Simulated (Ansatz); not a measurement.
A nudged elastic band was laid between two geometries of FH$_{4}$NSi (7 atoms, charge 0, multiplicity 1).

Level of theory: Ansatz 0.2.0, RKS CAM-B3LYP/def2-SVP.

```json
{"movable images": "9", "climbing image": "yes", "spring": "5.0 eV/Å²", "optimiser": "quadratic models (default)", "start path": "through a guess of the saddle point", "force threshold": "0.05 eV/Å", "iteration limit": "60", "end points": "relaxed"}
```

First end point:

```xyz
7
Properties=species:S:1:pos:R:3
Si 0.200 -0.071 0.069
F -0.134 0.209 1.637
H 1.653 -0.356 0.010
H -0.206 1.150 -0.665
N -0.647 -1.394 -0.591
H -0.394 -2.354 -0.381
H -1.614 -1.314 -0.885
```

Last end point:

```xyz
7
Properties=species:S:1:pos:R:3
Si 0.282 -0.173 -0.740
F 0.994 0.234 1.854
H 1.641 0.036 1.209
H -0.731 0.962 -0.724
N -0.864 -1.440 -0.799
H -1.874 -1.331 -0.793
H -0.589 -2.417 -0.813
```

Question: What changes between the two ends?

Answer: Bonds broken: Si1–F2, Si1–H3. Bonds formed: F2–H3. FH4NSi becomes FH + H3NSi.

Question: Give the energies along the band, and the barrier.

Answer: The run converged. The highest image is number 8 of 0 to 10, 343.8 kJ/mol above the first end and 53.6 kJ/mol above the last; the last end lies 290.2 kJ/mol above the first. The profile has 2 maxima (images 3, 8) with wells between them (image 5): this band takes more than one step, which may be the mechanism or a detour left from its start path. Neighbouring images differ by up to 2.1 eV, so the band resolves the path poorly. A vibrational analysis at the climbing image gives one clearly imaginary mode, 1263i cm⁻¹: a first-order saddle point. The orbitals stay closed-shell, which can raise the energy where a bond breaks towards radicals; this wasn't checked here.

```csv
image,path coordinate (Å),energy (kJ/mol),Si1–F2 (Å),Si1–H3 (Å),F2–H3 (Å)
0,0.00,0.0,1.63,1.48,2.48
1,0.59,5.8,1.62,1.48,2.45
2,1.17,14.1,1.62,1.49,2.47
3,1.76,18.4,1.62,1.49,2.52
4,2.35,12.8,1.62,1.48,2.55
5,2.93,3.9,1.63,1.48,2.53
6,3.52,5.1,1.63,1.48,2.36
7,4.10,143.0,1.70,1.48,1.77
8,4.69,343.8,2.00,1.63,1.18
9,5.16,298.3,2.41,2.06,0.95
10,5.62,290.2,2.72,2.39,0.93
```

Question: What is the geometry of the highest image?

Answer: 
```xyz
7
Properties=species:S:1:pos:R:3
Si 0.231 -0.053 -0.400
F 0.806 0.012 1.515
H 1.533 -0.064 0.588
H -0.739 1.085 -0.397
N -0.775 -1.397 -0.682
H -1.788 -1.378 -0.632
H -0.408 -2.335 -0.798
```

The band took 17 iterations and roughly 2.8 core-minutes.

Run time: 2.8 min on 1 thread of Intel(R) Xeon(R) Platinum 8488C (Sapphire Rapids), with other jobs on the host, peak memory 0.15 GiB.
